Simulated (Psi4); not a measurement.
**BNH3O (SMILES N[B]O) at UOMP2/aug-cc-pVDZ (density fitting for correlation)**

Aim: the vertical electron affinity of BNH3O at UOMP2/aug-cc-pVDZ (density fitting for correlation), from 2 runs. 

The calculation is run with Psi4 1.11.

1 further run of the same task is left out (it didn't finish).

## Step 1: Starting point

BNH3O: 6 atoms, total charge 0, spin state doublet. As SMILES, `N[B]O`. The coordinates come from a PBE0-D4/def2-TZVP relaxation. This is one conformer, not always the lowest.

Bond lengths: N1–B2 1.390 Å, B2–O3 1.359 Å, N1–H4 1.002 Å, N1–H5 1.010 Å, O3–H6 0.958 Å. Angles: N1–B2–O3 122.6°, B2–N1–H4 122.8°, B2–N1–H5 122.6°, B2–O3–H6 113.3°, H4–N1–H5 114.6°.

## Step 2: A single-point energy at UOMP2/aug-cc-pVDZ (density fitting for correlation)

job.py reads:

```python
import psi4

psi4.set_memory('1600 MB')
psi4.set_num_threads(1)
psi4.set_output_file('bh3no.out', False)

molecule = psi4.geometry("""
0 2
N     -0.781300     0.184600    -0.560400
B      0.032600    -0.490400     0.341500
O      1.270200    -0.047100     0.684600
H     -1.694900    -0.139800    -0.815500
H     -0.498900     1.042700    -1.012000
H      1.714300    -0.614000     1.315700
units angstrom
symmetry c1
no_reorient
no_com
""")

options = {'reference': 'uhf', 'puream': True, 'e_convergence': 1e-09, 'd_convergence': 1e-08, 'scf_type': 'pk', 'num_frozen_docc': 3, 'maxiter': 200}
psi4.set_options(options)

E = psi4.energy('omp2/aug-cc-pVDZ', molecule=molecule)
print(f'omp2/aug-cc-pVDZ energy: {E:.10f} Eh')
for k, v in sorted(psi4.core.scalar_variables().items()):
    print(f'{k:45s} {v:18.10f}')
```

On the command line:

```
python job.py
```

bh3no.out:

```text
[...]
  Running in c1 symmetry.
[...]
  Nuclear repulsion =   61.438460054717602
[...]
  Multiplicity = 2
[...]
  Nalpha       = 12
  Nbeta        = 11
[...]
    Number of basis functions: 96
[...]
   @UHF iter   1:  -155.63821275025006   -8.43678e-01   6.37053e-03 ADIIS/DIIS
[...]
   @UHF iter  15:  -155.80564986028051   -3.06954e-12   6.69688e-09 DIIS
[...]
   @S^2 Observed:                7.540707082E-01
[...]
    Orbital Energies [Eh]
    ---------------------
    Alpha Occupied:
       1A    -20.577837     2A    -15.556063     3A     -7.643576
       4A     -1.374026     5A     -1.162390     6A     -0.769974
       7A     -0.688256     8A     -0.644169     9A     -0.613860
      10A     -0.548773    11A     -0.420796    12A     -0.331712
    Alpha Virtual:
      13A      0.039052    14A      0.047270    15A      0.054665
      16A      0.057651    17A      0.079525    18A      0.097769
      19A      0.107999    20A      0.173155    21A      0.176378
      22A      0.188631    23A      0.194505    24A      0.204227
      25A      0.224671    26A      0.230931    27A      0.241252
[...]
  @UHF Final Energy:  -155.80564986028051
   => Energetics <=
    Nuclear Repulsion Energy =             61.4384600547176021
    One-Electron Energy =                -334.2594446063989153
    Two-Electron Energy =                 117.0153346914008097
    Total Energy =                       -155.8056498602804822
  UHF NO Occupations:
  HONO-2 :   10  A 1.9993120
  HONO-1 :   11  A 1.9988628
[...]
 Multipole Moments:
 ------------------------------------------------------------------------------------
     Multipole            Electronic (a.u.)      Nuclear  (a.u.)        Total (a.u.)
 ------------------------------------------------------------------------------------
 L = 1.  Multiply by 2.5417464519 to convert [e a0] to [Debye]
 Dipole X            :         -8.4465617            8.2694415           -0.1771201
 Dipole Y            :          2.3380651           -2.3578113           -0.0197462
 Dipole Z            :         -5.2759318            5.1961799           -0.0797519
 Magnitude           :                                                    0.1952481
[...]
	Warning: cc_lambda option is changed to TRUE
	For this residual convergence, default PCG convergence is:     1.00e-07
[...]
	DF-SCS-MP2 Total Energy (a.u.)     :  -156.23744193232992
	DF-SOS-MP2 Total Energy (a.u.)     :  -156.23133563928371
[...]
	DF-SCS-OMP2 Total Energy (a.u.)    :  -156.24224701446960
	DF-SOS-OMP2 Total Energy (a.u.)    :  -156.20200524855451
	DF-SCS(N)-OMP2 Total Energy (a.u.) :  -156.01142202566615
[...]
	DF-OMP2 Total Energy (a.u.)        :  -156.25555392182559
[...]
```

Wall time 53 s (1 thread of AMD EPYC 7R43 (Zen 3), shared host); peak memory 0.35 GiB.

## Step 3: The singlet anion

job.py reads:

```python
import psi4

psi4.set_memory(1600000000)
psi4.set_num_threads(1)
psi4.set_output_file('bh3no.out', False)

geom = psi4.geometry("""
-1 1
N     -1.47644302     0.34884344    -1.05900252
B      0.06160507    -0.92672169     0.64534147
O      2.40033012    -0.08900610     1.29370650
H     -3.20289681    -0.26418371    -1.54107165
H     -0.94278436     1.97041743    -1.91240284
H      3.23955750    -1.16029184     2.48631266
units bohr
symmetry c1
no_reorient
no_com
""")

psi4.set_options({
    'basis': 'aug-cc-pVDZ',
    'puream': True,
    'e_convergence': 1e-09,
    'd_convergence': 1e-08,
    'scf_type': 'pk',
    'num_frozen_docc': 3,
})

energy_value = psi4.energy('omp2', molecule=geom)
print('E =', round(energy_value, 9))
```

On the command line:

```
python job.py
```

bh3no.out:

```text
[...]
  Running in c1 symmetry.
[...]
  Nuclear repulsion =   61.438460125430481
[...]
  Multiplicity = 1
[...]
  Nalpha       = 12
  Nbeta        = 12
[...]
    Number of basis functions: 96
[...]
   @RHF iter   1:  -155.47801494297329   -6.83480e-01   7.38161e-03 DIIS/ADIIS
[...]
   @RHF iter  13:  -155.75410396647229   -1.03739e-11   4.78463e-09 DIIS
[...]
    Orbital Energies [Eh]
    ---------------------
    Doubly Occupied:
       1A    -20.392670     2A    -15.376081     3A     -7.437721
       4A     -1.185491     5A     -0.981621     6A     -0.583365
       7A     -0.495908     8A     -0.459395     9A     -0.413389
      10A     -0.363815    11A     -0.244455    12A     -0.007977
[...]
  @RHF Final Energy:  -155.75410396647229
   => Energetics <=
    Nuclear Repulsion Energy =             61.4384601254304812
    One-Electron Energy =                -338.5013514998227038
    Two-Electron Energy =                 121.3087874079199224
    Total Energy =                       -155.7541039664723144
[...]
 Multipole Moments:
 ------------------------------------------------------------------------------------
     Multipole            Electronic (a.u.)      Nuclear  (a.u.)        Total (a.u.)
 ------------------------------------------------------------------------------------
 L = 1.  Multiply by 2.5417464519 to convert [e a0] to [Debye]
 Dipole X            :         -8.0190143            8.2694415            0.2504272
 Dipole Y            :          4.3352076           -2.3578113            1.9773963
 Dipole Z            :         -6.4121058            5.1961799           -1.2159259
 Magnitude           :                                                    2.3347988
[...]
	Warning: cc_lambda option is changed to TRUE
	For this residual convergence, default PCG convergence is:     1.00e-07
[...]
	DF-MP2 Total Energy (a.u.)         :  -156.24353207720031
[...]
	DF-MP2 Total Energy (a.u.)         :  -156.25240555952581
[...]
	DF-OMP2 Total Energy (a.u.)        :  -156.25240555950950
[...]
```

The script printed:

```text
E = -156.25240556
```

It took 21 s on 1 thread of AMD EPYC 7R43 (Zen 3), shared host; peak memory 0.35 GiB.

## Step 4: What came out

At UOMP2/aug-cc-pVDZ (density fitting for correlation), 3 core orbitals frozen:

| quantity | value |
| --- | --- |
| doublet BNH3O: total energy | -156.25555 Eh |
| doublet BNH3O: HOMO energy (Hartree–Fock orbitals) (highest over α and β) | -9.03 eV |
| doublet BNH3O: LUMO energy (Hartree–Fock orbitals) (lowest over α and β) | 0.85 eV |
| doublet BNH3O: correlation energy (3 core orbitals frozen) | -449.9 mEh |
| doublet BNH3O: ⟨S²⟩ of the reference determinant | 0.754 |
| singlet anion: total energy | -156.25241 Eh |
| singlet anion: HOMO energy (Hartree–Fock orbitals) | -0.22 eV |
| singlet anion: LUMO energy (Hartree–Fock orbitals) | 4.10 eV |
| singlet anion: HOMO–LUMO gap (to an unbound level, set by the basis) | 4.32 eV |
| singlet anion: correlation energy (3 core orbitals frozen) | -498.3 mEh |
| vertical electron affinity (to the singlet anion) | -0.086 eV |

The anion lies 0.09 eV (8.3 kJ/mol) above the neutral: the electron isn't bound at this level, and such a value depends on the basis.
